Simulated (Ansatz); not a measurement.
```yaml
crystal:
  periodic: [false, false, false]
  atoms:
    - {symbol: N, position_ang: [-1.162173, -0.193331, -0.002087]}
    - {symbol: C, position_ang: [-0.004808, 0.469557, 0.003916]}
    - {symbol: O, position_ang: [1.021036, -0.183243, -0.001113]}
basis:
  gaussian: {orbitals: def2-TZVP}
magnetization: {spin_polarized: true, initial_magnetization: 3}
hamiltonian: {xc: pbe0}
relax: {f_tol: 0.004, max_steps: 80}
```

```sh
$ ansatz run in.yaml --threads 1 --pin off --events-out ev --progress --plain --max-ram 2176MiB
```

Steps of the relaxation (energy above the last step; positions in Å, forces in eV/Å):

```
3
step 1, 95.0 meV
N    -1.162   -0.193   -0.002   -1.624   -0.973   -0.009
C    -0.005    0.470    0.004    2.819    0.260    0.003
O     1.021   -0.183   -0.001   -1.195    0.713    0.005
```

```
3
step 2, 40.9 meV
N    -1.173   -0.199   -0.002   -1.088   -0.595   -0.005
C     0.009    0.472    0.004    1.682    0.182    0.002
O     1.018   -0.181   -0.001   -0.594    0.412    0.003
```

```
3
step 3, 1.3 meV
N    -1.199   -0.207   -0.002   -0.187   -0.059   -0.001
C     0.031    0.476    0.004    0.211   -0.013    0.000
O     1.022   -0.176   -0.001   -0.025    0.072    0.001
```

```
3
step 4, 1.1 meV
N    -1.207   -0.204   -0.002   -0.098   -0.121   -0.001
C     0.032    0.469    0.004    0.200    0.139    0.001
O     1.029   -0.171   -0.001   -0.102   -0.018    0.000
```

```
3
step 6, 0.0 meV
N    -1.207   -0.208   -0.002   -0.001    0.000    0.000
C     0.036    0.474    0.004   -0.002    0.002    0.000
O     1.026   -0.173   -0.001    0.002   -0.002    0.000
```

Close pairs at the end: C2–O3 1.183 Å, N1–C2 1.418 Å.

A stationary point of unrestricted PBE0 after 6 steps, with ⟨S²⟩ = 3.766 against 3.75 for a pure state; no frequencies were run, so it isn't proven a minimum. 14 s on 1 thread of Arm Neoverse V1, shared host.
